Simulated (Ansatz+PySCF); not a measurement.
Results of a calculation; reference values are marked as such.
# Several solutions for singlet NH3

```xyz
4

N     0.0000    0.0000    0.1216
H     1.7313    0.0000   -0.6282
H    -0.4679    0.8105   -0.2837
H    -0.4679   -0.8105   -0.2837
```

Basis set: 6-31G (spherical functions). Charge 0, multiplicity 1.

PBE0 (unrestricted) was run from several starts with Ansatz (development build ahead of 0.2.0) and PySCF 2.14.0.

| run | program | start | converged | energy (hartree) | <S²> |
| --- | --- | --- | --- | --- | --- |
| A | Ansatz | atomic start, no search | yes | -56.31010 | 0.00 |
| B | Ansatz | search for the lowest state | yes | -56.31439 | 0.40 |
| C | PySCF | program defaults | yes | -56.31010 | 0.00 |
| D | Ansatz | stability test followed | yes | -56.31439 | 0.40 |

(1) Which runs reached the lowest solution of this kind, and what is wrong with the others?

Answers

(1) B, D reached the lowest solution found. Converged but too high: A by 0.12 eV, C by 0.12 eV. Convergence only shows a stationary point, and even a stable one can lie too high; stability tests and further starts are what find lower ones. Caution: the unrestricted determinant is spin contaminated.
